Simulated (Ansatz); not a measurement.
# N₂H+ (triplet): the correlation ladder, cc-pVDZ

The task here is to estimate one member of a computed series from the others.

Program: Ansatz 0.2.0, Gaussian basis. Level of theory: cc-pVDZ, core rule «outside noble gas», up to 2 orbitals frozen. These are calculated values, not measurements.

Plan: UHF; CCSD(T) on ROHF; CCSD(T) on UHF; BCCD(T) on ROHF; CISD; CCSDT(Q) on ROHF; CCSDT(Q) on UHF; CASSCF and MRCISD+Q, 10 electrons in 9 orbitals; CASSCF and NEVPT2, 10 electrons in 9 orbitals.

13 further runs of the same task are left out: 1 for a mislabelled method, 4 that didn't finish, 8 set aside as unsound or not needed.

## The geometry

The geometry is a PBE0/def2-TZVP stationary point (not a proven minimum) of the parent state, kept for this charge and spin.

3 atoms, charge 1, spin multiplicity 3.

Atoms are counted from 1 here; the program's logs count them from 0.

Bond lengths: N1–N2 1.165 Å, N1–H3 1.057 Å. Angles: N2–N1–H3 117.5°.

Set-up of the first run:

File in.yaml:

```yaml
crystal:
  periodic: [false, false, false]
  atoms:
    - {symbol: N, position_ang: [0.000000, -0.129220, 0.530635]}
    - {symbol: N, position_ang: [0.000000, 0.078417, -0.615382]}
    - {symbol: H, position_ang: [0.000000, 0.705987, 1.177680]}
basis:
  gaussian: {orbitals: cc-pVDZ}
total_charge: 1
magnetization: {spin_polarized: true, initial_magnetization: 2}
hamiltonian: {xc: hf}
output: {orbitals: {seedname: orbitals}}
```

Command:

```
ansatz run in.yaml --threads 1 --pin off --events-out ev --progress --plain --max-ram 2393MiB
```

Among the steps run: UHF; CCSD(T) on ROHF; CCSD(T) on UHF; BCCD(T) on ROHF; CISD; CCSDT(Q) on ROHF; CCSDT(Q) on UHF; CASSCF and MRCISD+Q, 10 electrons in 9 orbitals; CASSCF and NEVPT2, 10 electrons in 9 orbitals.

One table of the session follows, with a row left open; its other results are not shown here.

```
          method  from RCCSDT(Q) (meV)
            ROHF                     ?
             UHF               +8001.5
            RMP2               +1411.5
            UMP2               +1487.3
            CISD                +990.1
           RCCSD                +402.2
           UCCSD                +406.5
        RCCSD(T)                +110.0
        UCCSD(T)                +116.3
         BCCD(T)                +103.7
          RCCSDT                 +36.0
          UCCSDT                 +35.9
       RCCSDT(Q)                     0
       UCCSDT(Q)                  -6.3
  CASSCF valence               +4652.8
  NEVPT2 valence                +844.8
  MRCISD valence                +231.6
MRCISD+Q valence                 +17.4
```

Estimate the missing values for ROHF.

The run gave: from RCCSDT(Q) (meV): +8159.5. In the column «from RCCSDT(Q) (meV)» it is the highest.

Limits of these values: Restricted and unrestricted rows rest on different reference determinants; where their highest levels disagree by more than a few hundredths of an eV, they describe different states and don't form one ladder.
